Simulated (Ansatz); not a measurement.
**[GeH₃···H···CN], doublet: reading a ladder of total energies**

Geometry: a point of a hydrogen-transfer path between rigid fragments, not a stationary point.

```xyz
7

Ge   -0.9966    0.0000    0.0000
H    -1.5081    1.4466    0.0000
H    -1.5081   -0.7233    1.2528
H    -1.5081   -0.7233   -1.2528
H     0.5377    0.0000    0.0000
N     3.4725    0.0000    0.0000
C     2.3124    0.0000    0.0000
```

Basis cc-pVDZ; Ansatz 0.2.0. Only valence electrons are correlated (noble-gas cores and the filled d shells of p-block atoms frozen), which leaves 17 electrons in 59 orbitals. Prefix R: restricted or restricted open-shell reference. No spin–orbit coupling is included, and no scalar relativity.

Full CI isn't at hand for all of this; RCCSDT(Q) serves as the reference, and is uncertain by about the last step of the cluster series.

Runs differ by some tens of microhartree through their thresholds and, for an open shell, their frozen cores, so steps under 0.03 kcal/mol mean nothing.

```
    level  total energy (hartree)
      RHF            -2169.833695
     RMP2            -2170.224382
    RCCSD            -2170.261770
 RCCSD(T)            -2170.278338
   RCCSDT            -2170.279549
RCCSDT(Q)            -2170.281218
```

Q: What is the correlation energy at RCCSDT(Q), and what share of it do RMP2 and RCCSD(T) recover?

A: E(corr) = -2170.281218 − (-2169.833695) = -0.447523 hartree = -12.178 eV. RMP2: -0.390687 / -0.447523 = 87.30 %. RCCSD(T): -0.444643 / -0.447523 = 99.36 %.

Q: By how many kcal/mol does RCCSD(T) miss RCCSDT(Q) (1 hartree = 627.509 kcal/mol), and which steps make up the rest?

A: -2170.278338 − (-2170.281218) = 0.002880 hartree = 1.81 kcal/mol. Steps: RCCSDT − RCCSD(T) = -0.76, RCCSDT(Q) − RCCSDT = -1.05 kcal/mol. Differences between like states or geometries often cancel part of this.
